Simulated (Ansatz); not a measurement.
# F2H2Si: the cost of one run

Method: RKS PBE/def2-SVP, in Ansatz 0.2.0.

**1. The system as given**

Bond lengths: Si1–H2 1.460 Å, Si1–F3 1.590 Å, Si1–F4 1.589 Å, Si1–H5 1.459 Å. Angles: H2–Si1–F3 109.5°, H2–Si1–F4 109.5°, H2–Si1–H5 109.5°, F3–Si1–F4 109.5°, F3–Si1–H5 109.5°, F4–Si1–H5 109.5°.

Coordinates:

```xyz
5

Si    0.0000    0.0000    0.0000
H     0.0000    0.0000    1.4600
F     1.4994    0.0000   -0.5295
F    -0.7489    1.2974   -0.5295
H    -0.6877   -1.1914   -0.4862
```

**2. Relaxing the start**

The input, input.yaml:

```yaml
crystal:
  periodic: [false, false, false]
  atoms:
    - { symbol: Si, position_ang: [0.0, 0.0, 0.0] }
    - { symbol: H, position_ang: [0.0, 0.0, 1.46] }
    - { symbol: F, position_ang: [1.4994, 0.0, -0.5295] }
    - { symbol: F, position_ang: [-0.7489, 1.2974, -0.5295] }
    - { symbol: H, position_ang: [-0.6877, -1.1914, -0.4862] }
basis:
  gaussian: { orbitals: def2-SVP }
hamiltonian:
  xc: pbe
relax:
  f_tol: 0.02
  max_steps: 40
```

Command:

```bash
$ ansatz run input.yaml --threads 1 --pin off --max-ram 2048MiB --backend cpu --events-out ev --progress --plain --runs-dir out
```

Q: Estimate wall time and peak memory on 1 thread of Arm Neoverse V2, shared host.

About 4.5 s, with a peak of 0.1 GiB.
